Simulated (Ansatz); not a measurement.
Cubic perovskite KTaO₃, treated with rVV10 in Ansatz (PAW).

Numerical settings: plane-wave cutoff 520 eV, 8×8×8 k mesh, Fermi–Dirac smearing 0.01 eV, scalar-relativistic PAW data made under PBE.

Pressure at four volumes; x = ln(V/13.114 Å³). One pressure is withheld.

| V (Å³/atom) | x | P (GPa) |
|---|---|---|
| 12.328 | -0.0618 | 13.50 |
| 13.114 | 0.0000 | 0.00 |
| 13.639 | 0.0393 | -6.83 |
| 13.901 | 0.0583 | ? |

Pass a parabola P(x) through the three rows shown, estimate the bulk modulus and its pressure derivative near zero pressure, and predict the withheld pressure.

Slopes between the rows: (0.00 − (13.50))/(0.0000 − (-0.0618)) = -218.45 and (-6.83 − (0.00))/(0.0393 − (0.0000)) = -173.79 GPa. Their difference over the span 0.1011 is c = 44.66/0.1011 = 441.7 GPa, so P(x) = 13.50 + (-218.45)(x − (-0.0618)) + 441.7 (x − (-0.0618))(x − (0.0000)). At the middle row B = −dP/dx = −[-218.45 + 441.7 × 0.0618] = 191.2 GPa, and B′ = dB/dP = 2c/B = 4.6. At x = 0.0583 the parabola gives -9.64 GPa; the run gives -9.72 GPa. The Birch–Murnaghan fit to the energies at all volumes has B0 = 190 GPa and B′ = 4.5.

Measured, for comparison: bulk modulus 220 GPa (temperature not stated, not corrected to a static lattice; as tabulated in Tinte et al. (1998), arXiv:cond-mat/9809379). Computed (rounded) less measured: bulk modulus -14 %.

Spin–orbit coupling is not included.

Ansatz is a first-principles code.
